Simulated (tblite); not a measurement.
Species: C3H4Cl (doublet state).
SMILES: `C/[C]=C\Cl`

Calculated harmonic vibrations of the isolated species, GFN2-xTB (tblite), most abundant isotopes, no scaling. Errors from tens to a few hundred cm⁻¹ against measured bands are possible. Open shells enter through the occupations alone, without spin polarisation, and single modes of such species can be off by tens of per cent.

Harmonic wavenumbers (cm⁻¹): 69.2, 118.4, 326.3, 421.9, 471.0, 710.0, 970.9, 1007.0, 1028.4, 1098.4, 1363.8, 1416.4, 1431.9, 1859.2, 2908.5, 2996.6, 3001.5, 3115.8.

A = 18505, B = 3059, C = 2669 MHz; mass 75.000 u (most abundant isotopes); point group Cs, symmetry number 1; spin multiplicity 2.

Zero-point energy?

Half the sum of the wavenumbers: 12158 cm⁻¹ = 34.76 kcal/mol.

Give the ideal-gas entropy at 400 K and 1 bar in the rigid-rotor, harmonic-oscillator model (classical rotation).

Translation 40.35, rotation 26.04, vibration 14.54, spin (R ln 2) 1.38: S = 82.3 cal/(mol K).

And Cp and H(400 K) − H(0)?

Cp = 22.03 cal/(mol K), of which vibrations give 14.08 (their classical limit is 18 R = 35.8); H(400 K) − H(0) = 6.14 kcal/mol without the zero-point energy, 2.96 from vibrations.

What must be added to the electronic energy to get the Gibbs energy at 400 K and 1 bar?

ZPE + [H(400 K) − H(0)] − T·S = 34.76 + 6.14 − 32.92 = 7.98 kcal/mol.

Blend soft modes into free rotors: weight 1/[1 + (100 cm⁻¹/ν̃)⁴] for the oscillator and the rest for a rotor with moment μB/(μ + B), μ = h/(8π²ν), B = 10⁻⁴⁴ kg m². What vibrational entropy results?

13.29 cal/(mol K) in place of 14.54, which changes −T·S at 400 K by +0.50 kcal/mol.

Hindered rotation and anharmonicity are outside this model.
